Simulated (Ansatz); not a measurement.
Base system: Ir in the fcc (Cu type) structure (space group Fm-3m, No. 225; a = 3.8305 Å).

Method: PBEsol/PAW in Ansatz (a program for electronic structure), without spin-orbit coupling.

Perturbation: Pt takes the place of Ir on all its sites, then cell and atoms are relaxed.

Measured lattice parameter a: Ir 3.831 Å (static lattice; corrected from measurement; as listed in Daniel Mejia-Rodriguez, S. B. Trickey, Phys. Rev. B (2018)); Pt 3.913 Å (static lattice; corrected from measurement; as listed in Daniel Mejia-Rodriguez, S. B. Trickey, Phys. Rev. B (2018)).

**Question.** How well does PBEsol reproduce the measured shift?

**Answer.** With PBEsol the lattice parameter a moves by +0.088 Å (3.830 → 3.918) against +0.082 Å measured.

Stability against distortions was not tested. All final runs are without spin polarisation. Pt lies near a magnetic instability that expansion can trigger; it was not tested.
